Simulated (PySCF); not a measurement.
# SiF+: bond curves at several levels of theory

One table from this session's results is given with a row withheld; the runs are named, their logs left out.

Method: Si 6-31G(d,p), F 6-31G(d,p), no relativity; program: PySCF 2.14.0.

The first run:

Settings of the job:

```
atoms                         : Si, F
charge                        : 1
basis                         : Si 6-31G(d,p), F 6-31G(d,p)
Hamiltonian                   : no relativity
basis functions               : 32
electrons treated             : 22
masses in u                   : 27.9769, 18.9984
levels                        : PBE0, PBE, r²SCAN, PBEsol, r²SCAN0, B2PLYP, LC-ωPBE, HF, MP2, SCS-MP2, CCSD, CCSD(T)
grid                          : 80 radial by 434 angular points
occupations                   : held fixed by the projection of orbital angular momentum
dissociation limit            : Si+ + F, each in its ground configuration
starting distance in angstrom : 1.830
values of 2S to try           : 0, 2
```

Among the steps run: The job; The PBE0 curve of the state that the search chose; Excited determinants; PBE (GGA); r²SCAN (meta-GGA); PBEsol; r²SCAN0 (hybrid meta-GGA); B2PLYP (double hybrid); LC-ωPBE (range-separated hybrid); RHF (mean field); Correlated methods on the Hartree–Fock reference.

One of the session's tables, all rows but one given; the rest of the session is left out.

Energy (eV) from each level's lowest point:

| R (Å) | RHF | RHF-MP2 | RHF-SCS-MP2 | RHF-CCSD | RHF-CCSD(T) |
| --- | --- | --- | --- | --- | --- |
| 1.342 | 1.365 | 1.692 | 1.674 | n/a | n/a |
| 1.404 | 0.543 | 0.764 | 0.751 | 0.734 | 0.758 |
| 1.466 | 0.122 | 0.246 | 0.239 | 0.228 | 0.244 |
| 1.513 | 0.000 | 0.058 | 0.054 | 0.049 | 0.057 |
| 1.560 | 0.003 | 0.000 | 0.000 | 0.000 | 0.000 |
| 1.607 | ? | ? | ? | ? | ? |
| 1.669 | 0.348 | 0.221 | 0.227 | 0.239 | 0.218 |
| 1.747 | 0.778 | 0.578 | 0.586 | 0.605 | 0.568 |
| 1.841 | 1.403 | 1.128 | 1.137 | 1.163 | 1.105 |
| 1.966 | 2.318 | 1.962 | 1.966 | n/a | n/a |

**Question.** Estimate the row for R (Å) = 1.607.

Worked estimate for «RHF». A straight line through the neighbours (1.560, 0.003) and (1.669, 0.348) gives 0.003 + (0.348 − 0.003) × (1.607 − 1.560) / (1.669 − 1.560) = 0.152; a parabola fitted to 4 rows on both sides gives 0.112.

The run gave: RHF: 0.103; RHF-MP2: 0.044; RHF-SCS-MP2: 0.047; RHF-CCSD: 0.052; RHF-CCSD(T): 0.043. In «RHF» the line misses by +0.049 and the parabola by +0.009.

State 2 has its PBE0 minimum 4.50 eV higher. The other levels ran on the lowest alone.
